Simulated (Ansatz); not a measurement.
`O=S1CC1`, 8 atoms. Charge 0, multiplicity 1. Hardware: A = 2 threads of an AMD EPYC 7R13 on a shared host; B = 2 threads of an AMD EPYC 7R13 on a shared host and a share of an NVIDIA H100 80 GB. Correlated methods freeze the cores. Open-shell runs search over several starts.

Q: How many basis functions does each run have, and how long does it take in Ansatz? RHF-CCSD(T)/def2-SVP energy [A]; RHF-CCSD(T)/cc-pV(T+d)Z energy [B]; UHF-CCSD(T)/def2-TZVPP energy of the cation [B]; RHF-CCSD(T)/cc-pV(D+d)Z energy [A]; RKS LC-ωPBE/def2-TZVPP energy [A]; RKS PBE0-D4/def2-TZVP frequencies [A]; RKS B2PLYP (frozen core)/def2-TZVPP energy [A]; RHF-CCSD(T)/cc-pV(Q+d)Z energy [B]; RKS PBE0-D4/def2-TZVPP energy [A]; UKS r2SCAN-D4/def2-TZVPP energy of the cation [A]; UKS ωB97M-V/def2-TZVPP energy of the cation [A]; RHF-CCSD(T)/def2-QZVPP energy [B]. (Estimate.)

A: The calculation gave: Other jobs shared the machine, so times are rough.

| level | job | functions | wall time | peak host memory (GiB) |
| --- | --- | --- | --- | --- |
| RKS LC-ωPBE/def2-TZVPP | energy [A] | 191 | 2.2 s | 0.37 |
| RHF-CCSD(T)/cc-pV(T+d)Z | energy [B] | 185 | 2.5 s | 0.81 |
| RKS PBE0-D4/def2-TZVPP | energy [A] | 191 | 2.5 s | 0.4 |
| RHF-CCSD(T)/def2-SVP | energy [A] | 80 | 3.3 s | 0.37 |
| RHF-CCSD(T)/cc-pV(D+d)Z | energy [A] | 85 | 4.1 s | 0.37 |
| RKS B2PLYP (frozen core)/def2-TZVPP | energy [A] | 191 | 5.5 s | 0.46 |
| UHF-CCSD(T)/def2-TZVPP | energy of the cation [B] | 191 | 6 s | 0.84 |
| RHF-CCSD(T)/cc-pV(Q+d)Z | energy [B] | 349 | 9.5 s | 0.88 |
| RHF-CCSD(T)/def2-QZVPP | energy [B] | 361 | 11 s | 0.89 |
| UKS r2SCAN-D4/def2-TZVPP | energy of the cation [A] | 191 | 40 s | 0.53 |
| UKS ωB97M-V/def2-TZVPP | energy of the cation [A] | 191 | 45 s | 0.91 |
| RKS PBE0-D4/def2-TZVP | frequencies [A] | 154 | 83 s | 0.37 |

LC-ωPBE has ω = 0.4 bohr⁻¹.
